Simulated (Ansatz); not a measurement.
# Equilibrium lattice constant a of some phosphides, arsenides and antimonides, all zinc-blende

Method: HSE06 in Ansatz (plane waves, PAW). References are measured values corrected to a static lattice. The table is a random draw of 6 from 8 solids with such references.

Values in Å.

| solid | reference | HSE06 | error (%) |
|---|---|---|---|
| zinc-blende AlAs | 5.649 | 5.682 | +0.58 |
| zinc-blende InSb | 6.468 | 6.546 | +1.21 |
| zinc-blende GaP | 5.439 | 5.465 | +0.48 |
| zinc-blende InAs | 6.047 | ? | ? |
| zinc-blende GaAs | 5.64 | 5.683 | +0.76 |
| zinc-blende BP | 4.525 | 4.524 | -0.02 |

Task: Estimate the withheld HSE06 value.

Result: The errors of the other rows run from -0.02 % to +1.21 %, with a median of +0.58 %; carried to the reference 6.047 it gives 6.082 Å. The run gives 6.108 Å (+1.01 %), +0.43 % from the estimate; the row was drawn at random, and such an estimate is rough. Over these 6 solids the mean error is +0.67 %, the mean absolute error 0.68 % (median 0.67 %), and the worst case zinc-blende InSb at +1.21 %; the value is above the reference in 5 of 6 cases. Over all 8, from unrounded values, the mean error is +0.65 % and the mean absolute error 0.66 % (median 0.67 %).

All these references are brought to a static lattice.

Spin–orbit coupling is left out, also for the solids with elements from indium on (zinc-blende InSb, zinc-blende InAs); its size isn't shown.

Differences are worked out from the printed values.

Ansatz's density-functional and Hartree–Fock values are scalar-relativistic unless marked +SOC, with PAW data made under PBE.

Not in this set, of the phosphides, arsenides and antimonides with a reference value in our tables and a result at some level: 12 for a reference at room or unstated temperature. These can be a level's best or worst cases. At least 3 more with a reference value are held back for tests. Solids without a released value at any level aren't counted. Layered and molecular crystals are counted apart.

References as tabulated in Mejia-Rodriguez and Trickey (2018), arXiv:1807.09216.

Ansatz is an electronic-structure program.
